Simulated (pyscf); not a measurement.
Single points on ωB97X-D3(BJ)/def2-SVP structures (PySCF, gas phase). Correlated levels are frozen-core, on RHF or UHF. ΔMP2 is the change of the MP2 total energy from the triple- to the quadruple-zeta basis.

SMILES: C=CC
```xyz
9

C     -0.4258     1.5534    -0.7677
C     -0.2503     0.3481    -1.3123
C     -0.5044    -0.9608    -0.6194
H     -0.7815     1.6685     0.2629
H     -0.2214     2.4702    -1.3293
H      0.1080     0.2853    -2.3488
H     -0.8596    -0.8088     0.4114
H      0.4132    -1.5719    -0.5822
H     -1.2601    -1.5538    -1.1616
```

What are the homolytic bond dissociation enthalpies (298 K) of propene (H₂C=CH–CH₃) at CCSD(T)/def2-TZVPP + ΔMP2(QZVPP), weakest first?

C–H to •H₂C–CH=CH₂ + H•: 87.8 kcal/mol; C–C to •HC=CH₂ + CH₃•: 100.9 kcal/mol; C–H to H₂C=C•–CH₃ + H•: 107.9 kcal/mol; C–H to •HC=CH–CH₃ + H•: 112.0 kcal/mol. Ring and multiple bonds, and those that leave no two simple radicals, are not listed. The radicals are drawn with the spin at the cut bond; how far it spreads was not checked. •HC=CH–CH₃ lies 24.7 kcal/mol over its isomer •H₂C–CH=CH₂, and others may lie lower still (electronic energy, ωB97M-D3(BJ)). H₂C=C•–CH₃ lies 20.3 kcal/mol over its isomer •H₂C–CH=CH₂, and others may lie lower still (electronic energy, ωB97M-D3(BJ)). Other isomers of •HC=CH₂, •H₂C–CH=CH₂ were not searched in full and may lie lower. The CCSD(T) − MP2 part came from Ansatz, without density fitting, on the same reference. A UHF reference is spin-contaminated (<S²> up to 0.96), which harms MP2 most.
